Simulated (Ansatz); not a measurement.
How methods differ on CH3B (SMILES B[CH])

CH3B has 5 atoms, charge 0, and is taken as a triplet. As SMILES, `B[CH]`. The shape is that of a GFN2-xTB optimisation.

```xyz
5

B    -0.3524   -0.4014   -0.0714
C     0.5075    0.7795   -0.1420
H    -0.3085   -1.1182    0.8668
H    -1.1046   -0.6727   -0.9314
H     1.2581    1.4128    0.2779
```

Quantity: the energy change with the B1–C2 bond stretched from 1.463 to 3.657 Å, in eV. The values are calculated.

```json
{"level": "UHF/STO-3G", "kind": "Hartree–Fock", "program": "Ansatz", "value (eV)": "5.30", "less FCI/STO-3G": "-0.70", "CPU time (all runs)": "0.21 s"}
{"level": "UBLYP/STO-3G", "kind": "GGA", "program": "Ansatz", "value (eV)": "6.68", "less FCI/STO-3G": "+0.68", "CPU time (all runs)": "4.1 s"}
{"level": "UB3LYP/STO-3G", "kind": "global hybrid", "program": "Ansatz", "value (eV)": "6.70", "less FCI/STO-3G": "+0.70", "CPU time (all runs)": "5.2 s"}
{"level": "UB2PLYP/STO-3G", "kind": "double hybrid", "program": "Ansatz", "value (eV)": "6.52", "less FCI/STO-3G": "+0.52", "CPU time (all runs)": "9.7 s"}
{"level": "RPA@PBE/STO-3G", "kind": "RPA", "program": "Ansatz", "value (eV)": "5.95", "less FCI/STO-3G": "-0.05", "CPU time (all runs)": "7.6 s"}
{"level": "UMP2/STO-3G", "kind": "perturbation theory", "program": "Ansatz", "value (eV)": "5.86", "less FCI/STO-3G": "-0.14", "CPU time (all runs)": "0.26 s"}
{"level": "UBCCD(T)/STO-3G", "kind": "coupled cluster or CI", "program": "Ansatz", "value (eV)": "6.00", "less FCI/STO-3G": "0.00", "CPU time (all runs)": "0.61 s"}
{"level": "FCI/STO-3G", "kind": "exact in the basis", "program": "Ansatz", "value (eV)": "6.00", "less FCI/STO-3G": "0.00", "CPU time (all runs)": "3.9 s"}
```

FCI/STO-3G is exact within its basis and frozen core, so for wave-function methods in that basis the difference is their error; functionals converge differently with the basis, so for them it is only a difference. The first shape isn't each level's own minimum. The values span 5.30 to 6.70 eV. Spin contamination of the reference (⟨S²⟩ at least 0.1 too high) touches UHF/STO-3G, UBLYP/STO-3G, UB3LYP/STO-3G, UB2PLYP/STO-3G, RPA@PBE/STO-3G, UMP2/STO-3G, UBCCD(T)/STO-3G. All rows use very small basis sets, so even the best lies far from the true value. Times are those of the runs behind each value, whatever else they computed, on shared processors of several kinds: orders of magnitude only.
